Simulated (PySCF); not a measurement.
Cyclopropylmethylamine, C4H9N.
SMILES with atom numbers: `[NH2:1][CH2:2][CH:3]1[CH2:4][CH2:5]1` (hydrogens: H6, H7 on N1; H8, H9 on C2; H10 on C3; H11, H12 on C4; H13, H14 on C5)

Computed with PBE0-D3(BJ)/def2-TZVP geometry optimisation, gas phase (PySCF).

Problem. List the bond lengths, angles and torsions at this level.

Solution. 
```json
{"bond": "N1–C2", "length (Å)": "1.454"}
{"bond": "C2–C3", "length (Å)": "1.499"}
{"bond": "C3–C4, C3–C5", "length (Å)": "1.497"}
{"bond": "C4–C5", "length (Å)": "1.499"}
{"bond": "N1–H6, N1–H7", "length (Å)": "1.012"}
{"bond": "C2–H8, C2–H9", "length (Å)": "1.099"}
{"bond": "C3–H10", "length (Å)": "1.085"}
{"bond": "C4–H11, C5–H14", "length (Å)": "1.083"}
{"bond": "C4–H12, C5–H13", "length (Å)": "1.084"}
```

Bonds in one row agree within 0.01 Å and their mean is given. A selection of angles:
```json
{"angle": "C2–N1–H6", "degrees": "111.0"}
{"angle": "C2–N1–H7", "degrees": "109.9"}
{"angle": "H6–N1–H7", "degrees": "107.3"}
{"angle": "N1–C2–C3", "degrees": "110.3"}
{"angle": "N1–C2–H8", "degrees": "114.0"}
{"angle": "N1–C2–H9", "degrees": "108.0"}
{"angle": "C3–C2–H8", "degrees": "108.2"}
{"angle": "C3–C2–H9", "degrees": "109.6"}
{"angle": "H8–C2–H9", "degrees": "106.6"}
{"angle": "C2–C3–C4", "degrees": "119.0"}
{"angle": "C2–C3–H10", "degrees": "114.2"}
{"angle": "C4–C3–C5", "degrees": "60.1"}
{"angle": "C4–C3–H10", "degrees": "116.2"}
{"angle": "C5–C3–H10", "degrees": "116.9"}
{"angle": "C3–C4–C5", "degrees": "59.7"}
{"angle": "C3–C4–H11", "degrees": "118.8"}
{"angle": "C3–C4–H12", "degrees": "117.4"}
{"angle": "C5–C4–H11", "degrees": "118.4"}
{"angle": "C5–C4–H12", "degrees": "117.3"}
{"angle": "H11–C4–H12", "degrees": "114.5"}
{"angle": "C3–C5–H14", "degrees": "118.2"}
```

Dihedral angles: N1–C2–C3–C4 86° (synclinal); C2–C3–C4–C5 110° (anticlinal); C2–C3–C5–C4 -108° (anticlinal). The mirror-image conformer, all signs reversed, is as good.

N1 (primary amine nitrogen) is pyramidal (angles 111.0°, 109.9° and 107.3°, sum 328.3°, 0.38 Å off the plane of its three neighbours). The 3-membered ring C3–C4–C5 has internal angles of 59.7° to 60.2°. Of the pairs four or more bonds apart, H8···H13 is among the closest relative to their van der Waals radii: 2.45 Å, 102 % of the sum of Bondi's values.

Point group: C1 (no symmetry element, even within 0.4 Å). Not checked by PBE0-D3(BJ)/def2-TZVP frequencies. The numbers are those of one conformer (H–N1–C2–C3 -179° and -61°, N1–C2–C3–C4 86°).
